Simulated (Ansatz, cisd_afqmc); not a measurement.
Species: CH₃O, charge -1, singlet. CH3O- (SMILES C[O-]).
B3LYP-D3(BJ)/def2-TZVP minimum from Ansatz (an electronic-structure program):
```
C
O 1 1.3204
H 1 1.1462 2 116.58
H 1 1.1462 3 101.52 2 127.77
H 1 1.1462 3 101.52 4 104.45
```
Charge -1, spin multiplicity 1.

Total energies in aug-cc-pVDZ, 14 correlated electrons, 2 frozen orbitals. Open shells are spin-unrestricted; no spin-orbit coupling. Cores are frozen in correlated methods. No relativity. AFQMC is phaseless with a CISD trial state; ± is one standard error, without the phaseless bias. Outlying blocks are dropped, and bars are widened where a walk drifts. Over all cases where full CI ran beside it in this data, AFQMC minus full CI had a median of +0.1 mEh and passed +0.4 mEh in a tenth of the cases.

| method | program | energy (Eh) | minus CCSDT(Q) (mEh) |
|---|---|---|---|
| HF | Ansatz | -114.42692 | 409.24 |
| MP2 | Ansatz | -114.80512 | 31.04 |
| CCSD | Ansatz | -114.82122 | 14.94 |
| CCSD(T) | Ansatz | -114.83465 | 1.52 |
| CCSDT(Q) | Ansatz | -114.83616 | 0.00 |
| AFQMC/CISD | cisd_afqmc | -114.8359 ± 0.0004 | 0.2 ± 0.4 |

Rough core times of Ansatz's runs on a shared machine: CCSD(T) under 20 s, CCSDT(Q) 2 min.
